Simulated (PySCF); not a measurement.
## Ionisation of N-methylacetamide

System: N-methylacetamide, `CNC(C)=O` (C3H7NO). Non-hydrogen atoms are numbered in `[CH3:1][NH:2][C:3]([CH3:4])=[O:5]`.

These are calculated values, ωB97X-D3(BJ)/ma-def2-TZVP in PySCF (grid level 2) at geometries from PBE0-D3(BJ)/def2-SVP. Thermal corrections: PBE0-D3(BJ)/def2-SVP frequencies, unscaled, ideal gas at 298.15 K and 1 bar, quasi-RRHO entropy.

Frontier levels of the parent: HOMO -9.82 eV, LUMO 0.91 eV.

Oxidation to the radical cation:
* Vertical ionisation energy (electronic): 9.69 eV
* Adiabatic ionisation energy (with zero-point energy): 9.41 eV
* Adiabatic, electronic part: 9.52 eV
* Vertical gap at the product's structure: 9.26 eV
* Inner reorganisation energy (four-point): 427 meV
* Relaxation of product / of parent: 169 / 258 meV
* ⟨S²⟩ of the product: 0.775
* Largest spin populations: N2 0.75, O5 0.31, C3 -0.15
* Largest changes of atomic charge: N2 0.33, O5 0.26, H (on C1) 0.10, H (on C1) 0.08
* Distances that move most (Å): N2–C3 1.363 → 1.425; C3–C4 1.512 → 1.484; C1–N2 1.437 → 1.417; N2–H 1.010 → 1.027
* Potential in DMF: 6.89 V absolute, 2.35 V against Fc+/Fc computed at 4.54 V (solvation -35 → -275 kJ/mol)

Solvents are IEF-PCM continua (electrostatics only, gas-phase structures); absolute potentials refer to an electron at rest in vacuum. Fc+/Fc in DMF, 4.54 V, is ωB97X-D3(BJ)/ma-def2-TZVP on PBE0-D3(BJ)/def2-SVP structures with GFN2-xTB thermal terms. Benchmark calculations put it near 5.0 V in acetonitrile and DMSO, so it is about 0.5 V low, and the value against it can read up to that much too high.

Adiabatic ionisation energy: the gap is larger than usual, and may come from another state, site, conformer or species, from an onset or band maximum that doesn't mark the energy named, from the functional or basis, or from an outlying measurement.

Measured values (NIST Chemistry WebBook, evaluated or the median of agreeing entries): adiabatic ionisation energy 8.90 eV (computed 9.41, difference 0.51).

Hardware: 1 thread of Arm Neoverse V1, shared with other jobs. Command: `OMP_NUM_THREADS=1 python redox_run.py task.json out`. Structures, frequencies and single points: 16 min.
